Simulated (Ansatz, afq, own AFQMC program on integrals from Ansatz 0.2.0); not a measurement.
Al2H, doublet: AFQMC among the cluster methods

| atom | x (Å) | y (Å) | z (Å) |
| --- | --- | --- | --- |
| Al | 0.0000 | 0.0000 | 0.3526 |
| Al | 0.0000 | 0.0000 | -2.3244 |
| H | 0.0000 | 0.0000 | 1.9718 |

Connectivity, by distances: AlH–Al.

Basis 6-31G. Noble-gas cores (and the filled d shells of Ga–Kr and In–Xe) are frozen. Integrals, coupled cluster, full CI and functionals: Ansatz 0.2.0; the random walks run on the same integrals in our own AFQMC program. ph-AFQMC/CISD is guided by a CISD state made of CCSD amplitudes; releasing the constraint for a short imaginary time cuts its bias at the price of noise, slowly where states lie close. Uncertainties: one standard error, sampling alone.

Determinant: UHF, the one that the program's search chose, which needn't be the lowest solution. The geometry is a point of a scan.

Full CI on the same integrals is exact in this basis and with this determinant's frozen core.

Cautions: an unrestricted solution with more broken spin lies lower (13 meV, ⟨S²⟩ 0.95).

The T1 diagnostic is 0.0233, the weight of the determinant in the CISD state is 0.885 and the ⟨S²⟩ of the determinant is 0.762. The size of the correlated space is 7 electrons in 18 orbitals.

Reference: full CI, correlation energy -2.277 eV. The released energy is read at 2.40 1/Eh (meV from the phaseless value at times in 1/Eh: -2.8 ± 2.0 at 0.24, -5.6 ± 1.7 at 0.51, -8.2 ± 1.4 at 0.99, -8.9 ± 1.4 at 1.62, -10.9 ± 1.4 at 2.40).

```csv
level,E − E(reference) (kJ/mol),share of correlation (%)
HF,219.7,0.00
MP2,78.7,64.18
CCSD,8.5,96.15
CCSD(T),3.1,98.58
CCSDT,0.5,99.78
CCSDT(Q),0.1,99.94
CCSDTQ,0.0,99.99
ph-AFQMC/HF,5.2 ± 1.6,97.61
ph-AFQMC/CISD,1.7 ± 0.2,99.23
released AFQMC,0.7 ± 0.1,99.70
```

CCSDT and higher add their correlation energy to the determinant of the CCSD(T) run, since their own runs factorise the integrals more tightly (a shift of under 2 meV). Released energies are given only where the last usable release times agree within the noise; a slower fall can still hide under it.
